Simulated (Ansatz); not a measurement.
# What a trial cell of BiC2 relaxes into

All numbers below come from DFT PBE, scalar-relativistic, plane waves, PAW (Ansatz 0.2.0). Cutoff 420 eV, Γ-centred k mesh, Gaussian smearing, no spin polarisation in the final step.

This is the end of a relaxation of cell and atoms.

```yaml
crystal:
  lattice:
    - [2.79133, 0.00000, 0.00000]
    - [-1.39567, 2.41737, 0.00000]
    - [0.00000, 0.00000, 8.84858]
  atoms:
    - { symbol: Bi, position: [0.00000, 0.00000, 0.00000] }
    - { symbol: C, position: [0.33333, 0.66667, 0.50000] }
    - { symbol: C, position: [0.66667, 0.33333, 0.50000] }
```

Formation energies are uncorrected and refer to the elements' standard structures at the same level.

Q: What space group does it have?

A: P6/mmm (No. 191). Conventional cell: a = 2.791 Å, c = 8.849 Å. Around Bi lie 6 Bi at 2.79 Å; around C lie 3 C at 1.61 Å.

Q: How far does it lie from the elements in energy?

A: 1.30 eV/atom.

Q: Is it a metal?

A: Yes, bands cross the Fermi level on the 18×18×6 mesh.

The final run used a 18×18×6 mesh on its 3-atom cell and 0.10 eV smearing. For metals, differences of a few meV/atom aren't resolved. Weakly bound directions are ill-defined at this level, which has no dispersion term. Spin–orbit coupling is left out. The cell came from a trial start, so BiC2 may not exist in this structure.

Cost: 4 runs of about 2.4 core-minutes in all, on Intel Xeon 6975P-C (Granite Rapids) (shared hosts).